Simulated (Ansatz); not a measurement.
## How methods differ on SiNH4F (SMILES N[SiH2]F)

SiNH4F has 7 atoms, charge 0, and is taken as a singlet. SMILES: `N[SiH2]F`. Geometry: optimised at PBE0/def2-SVP. This is one conformer, not always the lowest.

```jsonl
{"atom": "N", "x (Å)": "-0.7635", "y (Å)": "0.3530", "z (Å)": "-0.6308"}
{"atom": "Si", "x (Å)": "0.5364", "y (Å)": "-0.1098", "z (Å)": "0.3752"}
{"atom": "F", "x (Å)": "0.5095", "y (Å)": "-1.6759", "z (Å)": "0.8327"}
{"atom": "H", "x (Å)": "-0.7926", "y (Å)": "0.0984", "z (Å)": "-1.6111"}
{"atom": "H", "x (Å)": "-1.6930", "y (Å)": "0.5090", "z (Å)": "-0.2587"}
{"atom": "H", "x (Å)": "0.4626", "y (Å)": "0.6841", "z (Å)": "1.6293"}
{"atom": "H", "x (Å)": "1.8018", "y (Å)": "0.0734", "z (Å)": "-0.3822"}
```

Each level gives the dissociation energy of the H5–N1 bond into doublet H and doublet SiNH3F (shapes relaxed at PBE0/def2-SVP, no zero-point term) (eV). The values are calculated.

```
            level                    kind  program  value (eV)  CPU time (all runs)
     HF/def2-TZVP            Hartree–Fock   Ansatz        3.86                5.6 s
    PBE/def2-TZVP                     GGA   Ansatz        5.00                6.4 s
 r2SCAN/def2-TZVP                meta-GGA   Ansatz        4.96                 13 s
  B3LYP/def2-TZVP           global hybrid   Ansatz        5.04                6.9 s
wB97M-V/def2-TZVP  range-separated hybrid   Ansatz        5.17                 26 s
```

The values span 3.86 to 5.17 eV. Hartree–Fock misses the correlation of the electron pair that is broken and comes out low. Measured bond enthalpies also hold zero-point and thermal terms, a few tenths of an eV less. Times are those of the runs behind each value, whatever else they computed, on shared processors of several kinds: orders of magnitude only.
